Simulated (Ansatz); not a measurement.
Born–Oppenheimer molecular dynamics of BClH2 (4 atoms, charge 0, multiplicity 1). It starts from a relaxed structure.

These are results of Ansatz, RKS B3LYP-D4/6-31G*, not measurements.

```
ensemble                      : NVE (Milne-controlled integrator)
time step                     : 0.5 fs
steps asked                   : 166
starting velocities drawn for : 500 K
masses                        : H 10 u
seed                          : 75826
```

First frame:

```xyz
4
Properties=species:S:1:pos:R:3
B 0.000 0.000 0.009
Cl 0.000 0.000 1.761
H 1.050 0.000 -0.550
H -1.050 0.000 -0.550
```

Question: How far do the bonds stretch over the last three quarters of this one trajectory? (Pairs bonded in most of those frames.)

Answer: 
```csv
bond,mean (Å),spread (Å),shortest,longest
B1–Cl2,1.762,0.042,1.69,1.83
B1–H3,1.190,0.024,1.14,1.24
B1–H4,1.188,0.015,1.16,1.22
```

Mean temperature of the second half: 260 K. The conserved energy stayed within 0.00075 meV per atom of its start (net change -0.00025 meV per atom), so the integration is sound. Over the second half the temperature averaged 0.52 of the 500 K drawn at the start: a run that starts near a minimum puts about half its kinetic energy into the potential. A run of 0.083 ps of so small a system gives no equilibrium averages.

The run took 2.4 min on 1 thread of AMD EPYC 7R43 64-Core Processor (Zen 3), on a shared host, peak memory 0.099 GiB.
